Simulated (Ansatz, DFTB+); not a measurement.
**Ligand exchange: CH4 + C4H8O → H2O + C5H10**

Species: CH4 `C`, singlet; C4H8O (3-buten-1-ol) `C=CCCO`, singlet; H2O (water) `O`, singlet; C5H10 (1-pentene) `C=CCCC`, singlet. The partners trade CH3 for OH: H–CH3 and C–OH bonds give way to H–OH and C–CH3.

Shapes, held fixed at every level: PBE0-D4/def2-TZVP. Flexible molecules stand in one conformer, not always the lowest. Programs: Ansatz 0.2.0, DFTB+ 25.1. Electronic energies: no zero-point or thermal term.

(1) Estimate ΔE of this reaction.

## Answers

(1) The highest level, CCSD(T)/CBS estimate, gives ΔE = -40.4 kJ/mol; the levels span -44.1 to -30.3. The column of differences is taken from that level and isn't an error. No measured value is set beside it here. The CBS estimate extrapolates MP2 from def2-TZVPP and def2-QZVPP and adds CCSD(T) − MP2 in the triple-zeta set, cores frozen. CCSD(T)/CBS estimate lies outside the range of all other levels here, so it shouldn't be taken on trust.

| level | kind | ΔE (kJ/mol) | less CCSD(T)/CBS estimate |
| --- | --- | --- | --- |
| DFTB2-D4 | semi-empirical | -44.1 | -3.7 |
| PBE-D4/def2-TZVPP | GGA | -31.0 | +9.4 |
| PBE0-D4/def2-TZVPP | global hybrid | -34.0 | +6.4 |
| wB97M-V/def2-TZVPP | range-separated hybrid | -32.2 | +8.2 |
| wB97X-V/def2-TZVPP | range-separated hybrid | -30.3 | +10.1 |
| CCSD(T)/def2-TZVPP | coupled cluster or CI | -36.2 | +4.2 |
| CCSD/def2-TZVPP | coupled cluster or CI | -36.5 | +3.9 |
| CCSD(T)/CBS estimate | coupled cluster or CI | -40.4 | 0.0 |
